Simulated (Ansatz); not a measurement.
Lattice parameter a (Å) of 26 elemental solids other than molecular ones, computed with PBE in Ansatz (PAW) and with PBEsol (Ansatz, a program for electronic structure, plane waves, PAW). The set holds measured phases with no doubt noted on the run or the magnetic state but for the caveats below. 23 more of the class have both values but aren't in it, for one of these reasons: built or high-temperature cells, doubts on the run or the magnetic state, unlike cells, values of zero, layered or molecular crystals, cells that aren't cubic. Solids without a value at one level (not run, failed, or a magnetic order lost), or held back for tests, aren't counted.

All rows, in order of the shift (worked out from unrounded values):

```csv
solid,PBE,PBEsol,shift (%)
bcc Ba,5.021,4.881,-2.80
bcc Cs,6.162,6.012,-2.43
fcc Ag,4.147,4.054,-2.26
fcc Pb,5.040,4.933,-2.12
fcc Cu,3.629,3.563,-1.82
fcc Au,4.158,4.083,-1.81
fcc Sr,6.030,5.922,-1.79
bcc Rb,5.670,5.569,-1.77
grey tin (α-Sn),6.655,6.539,-1.75
fcc Pd,3.943,3.876,-1.71
fcc Ni,3.519,3.463,-1.59
bcc Fe,2.831,2.788,-1.53
diamond-structure Ge,5.761,5.675,-1.49
fcc Pt,3.970,3.918,-1.31
fcc Rh,3.830,3.780,-1.31
bcc K,5.284,5.215,-1.30
fcc Ca,5.526,5.455,-1.29
bcc V,2.997,2.959,-1.27
bcc Nb,3.310,3.271,-1.16
bcc Ta,3.319,3.281,-1.15
fcc Ir,3.871,3.830,-1.04
bcc Mo,3.161,3.130,-0.99
bcc W,3.184,3.154,-0.93
fcc Al,4.040,4.014,-0.64
bcc Na,4.197,4.171,-0.62
bcc Li,3.435,3.434,-0.03
```

The shift from PBE to PBEsol has a median of -1.40 %, and eight in ten lie between -2.19 % and -0.79 %; PBEsol is the larger in 0 of 26.

Ansatz's runs of these crystals have no spin polarisation, but for bcc Fe, fcc Ni.

Density-functional runs with spin start from parallel moments for bcc Fe, parallel moments for fcc Ni.

Spin–orbit coupling is left out, also for the solids with elements from indium on (bcc Ta, fcc Pt, bcc Ba, grey tin (α-Sn), bcc W, fcc Ir, bcc Cs, fcc Pb, fcc Au); its size isn't shown.

Caveats: the gap of the solid is closed in this run (diamond-structure Ge). Ansatz's density-functional and Hartree–Fock values are scalar-relativistic unless marked +SOC, with PAW data made under PBE.
